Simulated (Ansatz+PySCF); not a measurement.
Results of a calculation; reference values are marked as such.
## PySCF 2.14.0 run

```python
from pyscf import gto, scf, mp

# the (T+d) and (D+d) sets load through basis_set_exchange
mol = gto.M(atom="""
S 0.000000 0.195870 -1.454860
S 0.000000 -0.637780 0.316690
H 0.000000 0.441910 1.138170
""", basis={'H': 'cc-pvtz', 'S': 'cc-pv(t+d)z'}, charge=0, spin=1)
mf = scf.UHF(mol)
mf.kernel()
pt = mp.MP2(mf, frozen=10).run()
print(mf.e_tot, pt.e_corr, pt.e_tot)
```

The script is written out from the run's settings.

Results

```
Converged                       : yes
Reference energy                : -795.67307 hartree
Correlation energy              : -0.32730 hartree
Total energy                    : -796.00037 hartree
Spin squared of the determinant : 0.772
```
